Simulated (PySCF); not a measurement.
Acid–base and redox partners of CC=C. All species are isolated molecules in the gas phase. One relaxed conformer stands for each flexible species; it need not be the lowest. Strings in code marks are SMILES.

Calculation: B3LYP-D3(BJ)/def2-TZVP // PBE0-D4/def2-TZVP in PySCF. B3LYP has the VWN-RPA correlation part, as in Gaussian. 

```
species                                                   highest occupied spin orbital (eV)  dipole moment (D)
--------------------------------------------------------  ----------------------------------  -----------------
neutral parent (`C=CC`)                                                                    –               0.41
proton added at C1 (`[CH+](C)C`)                                                           –                  –
H atom removed from C1 (`C(=[C]/[H])/C`)                                               -6.43               1.08
H atom removed from C2 (`[C](C)=C`)                                                    -5.96                ___
H atom removed from C3 (`[CH2]C=C` (H–C–C–C torsion 0°))                               -5.58                  –
```

### Question
Fill in the missing entries.

### Answer

- H atom removed from C2 (`[C](C)=C`), dipole moment (D): 0.93
